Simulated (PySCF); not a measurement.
Gas-phase reaction: 2 SiH₃F + SiH₄ + 3 SiO₂ → 2 SiF(OH)₃ + 4 SiH

Method: PySCF energies (xtb for GFN2) plus ideal-gas RRHO corrections (1 bar). † marks an energy on the PBE0/def2-TZVP geometry and frequencies; other levels use their own. MP2 and CCSD(T) freeze the core. 6-31G* has spherical d functions here. Open shells (unrestricted): SiH (multiplicity 2); the rest are closed-shell singlets. GFN2 has no spin-polarisation term. Spin-orbit splitting is ignored; it lowers the true energy and changes the entropy of SiH. B3LYP is the form with VWN-RPA correlation. SiF(OH)₃: computed as isolated molecules; such fragments, hydroxides, amides, oligomers or adducts are transient or little studied in the gas. MP2 isn't extrapolated to the basis-set limit. CCSD(T) isn't extrapolated to the basis-set limit. Warning, large T1 diagnostic: SiH, SiO₂ (CCSD(T)/def2-TZVPP†). Warning, point group unlike the PBE0 one: SiF(OH)₃ (B3LYP/6-31G*, PBE/def2-SVP).

```tsv
level	ΔH°(298 K), kJ
B3LYP/6-31G*	195
BLYP/def2-TZVP†	(withheld)
CCSD(T)/def2-TZVPP†	153
GFN2-xTB	(withheld)
MP2/def2-TZVPP†	(withheld)
PBE/def2-SVP	(withheld)
PBE0/def2-QZVP†	130
PBE0/def2-SVP†	83
```

Task: Some entries are withheld; supply them.

Result: 
- BLYP/def2-TZVP†, ΔH°(298 K), kJ: 330
- GFN2-xTB, ΔH°(298 K), kJ: 1397
- MP2/def2-TZVPP†, ΔH°(298 K), kJ: 286
- PBE/def2-SVP, ΔH°(298 K), kJ: 244
